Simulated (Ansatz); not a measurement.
```yaml
atoms:
  - { symbol: C, position_ang: [0.0000, 0.0000, 0.2149] }
  - { symbol: C, position_ang: [0.0000, 0.0000, 1.4331] }
  - { symbol: C, position_ang: [0.0000, 0.0000, -1.2465] }
  - { symbol: H, position_ang: [0.0000, 0.0000, 2.4989] }
  - { symbol: H, position_ang: [0.0000, 1.0211, -1.6362] }
  - { symbol: H, position_ang: [0.8843, -0.5106, -1.6362] }
  - { symbol: H, position_ang: [-0.8843, -0.5106, -1.6362] }
```

Basis set: pcseg-2 (spherical functions). Charge 0, multiplicity 1.

Computed with Ansatz (development build ahead of 0.2.0); free ground-state atoms in the same class of orbitals, no zero-point energy, no relativity. Restricted functionals stand beside restricted open-shell atoms, which can lie above the unrestricted atoms usual in DFT and then raise those values.

The atomization energy of singlet C₃H₄ from measured heats of formation, zero-point and thermal terms removed is 30.565 eV (G2/97 set, Curtiss et al., J. Chem. Phys. 106, 1063 (1997), as shipped with ASE); it holds spin-orbit and other relativistic effects.

How far do PBE0 (restricted), PBE (unrestricted), PBE (restricted) miss it in this basis?

```tsv
method	atomization energy (eV)	computed − measured (eV)
PBE0 (restricted)	30.849	0.284
PBE (unrestricted)	31.271	0.706
PBE (restricted)	31.388	0.823
```
